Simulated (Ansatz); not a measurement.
`C#CSC` and `C#CSS` differ in one atom or group.

Ansatz, PBE0-D4/def2-TZVP geometries, multiplicity 1. Each molecule was computed in one conformer, which needn't be the lowest.

```json
{"property": "size of the dipole moment (PBE/def2-TZVPP) / D", "`C#CSC`": "1.60"}
{"property": "HOMO energy (PBE0/def2-TZVPP) / eV", "`C#CSC`": "-6.52"}
{"property": "LUMO energy (ωB97M-V/def2-TZVPP) / eV", "`C#CSC`": "1.81"}
{"property": "zero-point energy (PBE0-D4/def2-TZVP) / kJ/mol", "`C#CSC`": "150.4"}
{"property": "LUMO energy (PBE/def2-TZVPP) / eV", "`C#CSC`": "-1.18"}
{"property": "HOMO energy (PBE/def2-TZVPP) / eV", "`C#CSC`": "-5.40"}
```

Problem. What does the change do to each property? (Estimate.)

Solution. Computed: 
```csv
property,`C#CSS`,shift
size of the dipole moment (PBE/def2-TZVPP) / D,1.04,-0.56
HOMO energy (PBE0/def2-TZVPP) / eV,-7.03,-0.51
LUMO energy (ωB97M-V/def2-TZVPP) / eV,0.52,-1.29
zero-point energy (PBE0-D4/def2-TZVP) / kJ/mol,77.5,-72.9
LUMO energy (PBE/def2-TZVPP) / eV,-2.53,-1.35
HOMO energy (PBE/def2-TZVPP) / eV,-5.90,-0.50
```

With PBE0 the HOMO falls by 0.51 eV and the LUMO falls by 1.38 eV, so the gap narrows by about 0.87 eV. PBE moves the HOMO by -0.50 eV and ωB97M-V by -0.49 eV. The zero-point energy changes by -72.9 kJ/mol with -6 modes. Dipoles are sizes alone; their direction can turn.
